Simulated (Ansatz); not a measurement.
doublet Na₂(+): levels of theory in one basis

```xyz
2

Na    0.0000    0.0000   -2.0013
Na    0.0000    0.0000    2.0013
```

Basis set: def2-SVP (spherical functions). Frozen core: 2 orbitals. Correlation on ROHF uses semicanonical orbitals with singles. Charge 1, multiplicity 2.

Computed with Ansatz (development build ahead of 0.2.0); each method stands on the lowest determinant of its kind that the runs found.

```
      method  E − E(ROHF) (eV)  <S²> of the determinant
        ROHF              0.00                     0.75
    ROHF-MP2             -0.04                        –
ROHF-CCSD(T)             -0.05                        –
```
